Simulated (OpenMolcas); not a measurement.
# One shape, several levels: BN (boron nitride)

We compute a comparison of 6 runs (U-revPBE/cc-pVTZ, UB3LYP/cc-pVTZ, UBLYP/cc-pVTZ, UM06-2X/cc-pVTZ, UPBE/cc-pVTZ, UPBE0/cc-pVTZ) of BN (boron nitride). 

The calculation is run with OpenMolcas 26.06.

1 further run of the same task is left out (set aside as unsound or not needed).

### Step 1. Starting point

BN: 2 atoms, total charge 0, spin state triplet. SMILES: `B#N`. The B1–N2 distance was set to 2.894 Å, away from the relaxed value.

### Step 2. A single-point energy at U-revPBE/cc-pVTZ (run 1)

mol.input

```
&GATEWAY
BASLIB = $CurrDir
BASISSET
B.cc-pVTZ....
B1 0.000000 0.000000 -1.602050 angstrom
End of Basis
BASISSET
N.cc-pVTZ....
N2 0.000000 0.000000 1.291950 angstrom
End of Basis
&SEWARD
GRIDINPUT
Grid=UltraFine
End of Grid
&SCF
UHF
SPIN = 3
KSDFT = revPBE
THRESHOLDS = 1e-10 1e-07 1e-07 1e-05
PRORBITALS = 1 1
```

The basis set cc-pVTZ is read from a file made from the Basis Set Exchange's data (not shown).

On the command line:

```console
$ export MOLCAS_MEM=1860
$ pymolcas mol.input > mol.log
```

The program printed:

```text
--- Start Module: gateway ---
[...]
--- Stop Module: gateway /rc=_RC_ALL_IS_WELL_ ---
--- Start Module: seward ---
[...]
      Basis functions           60
--- Stop Module: seward /rc=_RC_ALL_IS_WELL_ ---
--- Start Module: scf ---
[...]
       Convergence after  21 Iterations
[...]
::    Total KS-DFT energy                             -79.2540906120
[...]
      Total spin, S                                     1.1804003960
[...]
      Total electronic charge=   12.000000
      Total            charge=   -0.000000
[...]
      Dipole Moment (debye):
      Origin of the operator (angstrom)=    0.0000    0.0000    0.0181
                   X=  2.0448E-15               Y= -6.4720E-15               Z= -1.9151E+00           Total=  1.9151E+00
      Quadrupole Moment (debye*angstrom):
[...]
--- Stop Module: scf /rc=_RC_ALL_IS_WELL_ ---
[...]
```

It took 10 s on 1 thread of Arm Neoverse V2, shared host; peak memory 0.39 GiB.

### Step 3. The energy at UB3LYP/cc-pVTZ (run 2)

test.input

```
>>> EXPORT MOLCAS_PRINT=2

&gateway
  baslib=$CurrDir
  coord
  2
  angstrom
  B        0.000000       0.000000      -1.602050
  N        0.000000       0.000000       1.291950
  basis=cc-pVTZ
  group=NoSym

&seward
  gridinput
  Grid=UltraFine
  End of Grid

&scf
  uhf
  spin=3
  ksdft=B3LYP
  thresholds=1e-10 1e-07 1e-07 1e-05
  prorbitals=1 1
```

The basis set cc-pVTZ is read from a file made from the Basis Set Exchange's data (not shown).

On the command line:

```console
$ export MOLCAS_MEM=1860
$ pymolcas test.input > test.log
```

The program printed:

```text
--- Start Module: gateway ---
[...]
--- Stop Module: gateway /rc=_RC_ALL_IS_WELL_ ---
--- Start Module: seward ---
[...]
      Basis functions           60
--- Stop Module: seward /rc=_RC_ALL_IS_WELL_ ---
--- Start Module: scf ---
[...]
       Convergence after  19 Iterations
[...]
::    Total KS-DFT energy                             -79.2779427553
[...]
      Total spin, S                                     1.2208649714
[...]
      Total electronic charge=   12.000000
      Total            charge=   -0.000000
[...]
      Dipole Moment (debye):
      Origin of the operator (angstrom)=    0.0000    0.0000    0.0181
                   X=  7.2555E-16               Y=  3.1758E-15               Z= -1.5033E+00           Total=  1.5033E+00
      Quadrupole Moment (debye*angstrom):
[...]
--- Stop Module: scf /rc=_RC_ALL_IS_WELL_ ---
[...]
```

Run time: 9.9 s. Hardware: 1 thread of Arm Neoverse V2, shared host; peak memory 0.39 GiB.

Runs 3 to 5 aren't shown in full; the table further down has their settings and results.

### Step 4. A single-point energy at UPBE0/cc-pVTZ (run 6)

run.input

```
&GATEWAY
  BasLib = $CurrDir
  Coord
  2
  angstrom
  B        0.000000       0.000000      -1.602050
  N        0.000000       0.000000       1.291950
  Basis = cc-pVTZ
  Group = NoSym

&SEWARD
  GridInput
  Grid=UltraFine
  End of Grid

&SCF
  UHF
  Spin = 3
  KSDFT = PBE0
  Thresholds = 1e-10 1e-07 1e-07 1e-05
  PrOrbitals = 1
```

The basis set cc-pVTZ is read from a file made from the Basis Set Exchange's data (not shown).

On the command line:

```console
$ export MOLCAS_MEM=1860
$ pymolcas run.input > run.log
```

The program printed:

```text
--- Start Module: gateway ---
[...]
--- Stop Module: gateway /rc=_RC_ALL_IS_WELL_ ---
--- Start Module: seward ---
[...]
      Basis functions           60
--- Stop Module: seward /rc=_RC_ALL_IS_WELL_ ---
--- Start Module: scf ---
[...]
       Convergence after  21 Iterations
[...]
::    Total KS-DFT energy                             -79.1699463830
[...]
      Total spin, S                                     1.2357253577
[...]
      Total electronic charge=   12.000000
      Total            charge=   -0.000000
[...]
      Dipole Moment (debye):
      Origin of the operator (angstrom)=    0.0000    0.0000    0.0181
                   X= -3.8052E-15               Y=  2.9643E-15               Z= -1.2690E+00           Total=  1.2690E+00
      Quadrupole Moment (debye*angstrom):
[...]
--- Stop Module: scf /rc=_RC_ALL_IS_WELL_ ---
[...]
```

Run time: 10 s. Hardware: 1 thread of Arm Neoverse V2, shared host; peak memory 0.39 GiB.

### Step 5. The series

| run | level | energy (Eh) | dipole moment (D) | HOMO energy (eV) | LUMO energy (eV) | wall time |
| --- | --- | --- | --- | --- | --- | --- |
| 1 | U-revPBE/cc-pVTZ | -79.254091 | 1.92 | -4.94 | -4.17 | 10 s |
| 2 | UB3LYP/cc-pVTZ | -79.277943 | 1.50 | -5.71 | -3.22 | 9.9 s |
| 3 | UBLYP/cc-pVTZ | -79.257913 | 2.04 | -4.93 | -4.17 | 11 s |
| 4 | UM06-2X/cc-pVTZ | -79.249275 | 1.08 | -6.49 | -1.82 | 15 s |
| 5 | UPBE/cc-pVTZ | -79.158719 | 1.99 | -4.99 | -4.28 | 9.6 s |
| 6 | UPBE0/cc-pVTZ | -79.169946 | 1.27 | -5.80 | -2.89 | 10 s |

### Step 6. Outcome

```
                                 quantity         value
                      run 6: total energy  -79.16995 Eh
                     run 6: dipole moment        1.27 D
run 6: HOMO energy (highest over α and β)      -5.80 eV
 run 6: LUMO energy (lowest over α and β)      -2.89 eV
                              run 6: ⟨S²⟩         2.763
```

The dipole moment (its size) runs from 1.08 D (UM06-2X/cc-pVTZ) to 2.04 D (UBLYP/cc-pVTZ). Totals of different functionals can't be ranked against each other. Spin contamination of the reference: run 4 ⟨S²⟩ = 2.80, run 6 ⟨S²⟩ = 2.76, run 2 ⟨S²⟩ = 2.71, run 1 ⟨S²⟩ = 2.57, run 5 ⟨S²⟩ = 2.55, run 3 ⟨S²⟩ = 2.53. Where it is this large, the reference is a mixture of spin states, and values that rest on it are in doubt. All runs together took 66 s, the longest 15 s.
